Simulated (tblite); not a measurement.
CH2F (doublet state).
Bonds: C1–F2. Hydrogens: H3, H4 on C1.

Computed with GFN2-xTB (tblite), gas phase: L-BFGS steps from a force-field or distance-geometry start until the largest atomic force falls under 0.01 eV/Å.

Step 5: E = -212.0519 eV
```
atom  x, y, z in Å  |  force x, y, z in eV/Å
C1     -0.0929    0.0038    0.1038   -0.017   0.015  -0.047
F2      1.2322   -0.0348   -0.0221    0.019  -0.002   0.011
H3     -0.5925   -0.9307   -0.0520   -0.005  -0.051   0.017
H4     -0.5367    0.9665   -0.0525    0.002   0.038   0.019
```

Step 6: E = -212.0520 eV
```
atom  x, y, z in Å  |  force x, y, z in eV/Å
C1     -0.0929    0.0039    0.1026   -0.021   0.011  -0.053
F2      1.2330   -0.0349   -0.0218   -0.010  -0.001   0.012
H3     -0.5929   -0.9317   -0.0516    0.014  -0.017   0.020
H4     -0.5371    0.9675   -0.0521    0.017   0.008   0.021
```

**Question.** Estimate the geometry and energy of step 7. (The exact step hangs on the optimiser's Hessian estimate; all steps are aligned on step 6, rigid shifts and turns removed.)

**Answer.** E = -212.0522 eV, largest force 0.057 eV/Å
```
atom  x, y, z in Å  |  force x, y, z in eV/Å
C1     -0.0932    0.0040    0.1003   -0.016   0.001  -0.055
F2      1.2335   -0.0349   -0.0212   -0.034   0.000   0.012
H3     -0.5930   -0.9332   -0.0507    0.026   0.016   0.021
H4     -0.5371    0.9689   -0.0512    0.024  -0.017   0.021
```

The energy changes by -0.0002 eV. The first-order estimate −F·Δx gives -0.0002 eV and the mean of the old and new forces, exact on a quadratic surface, -0.0002 eV. The step makes an angle of 36° with the force vector and moves no atom by more than 0.002 Å.

The cost below is that of the whole relaxation. On Arm Neoverse V1, one thread, shared host, this took under 0.1 s of wall time.
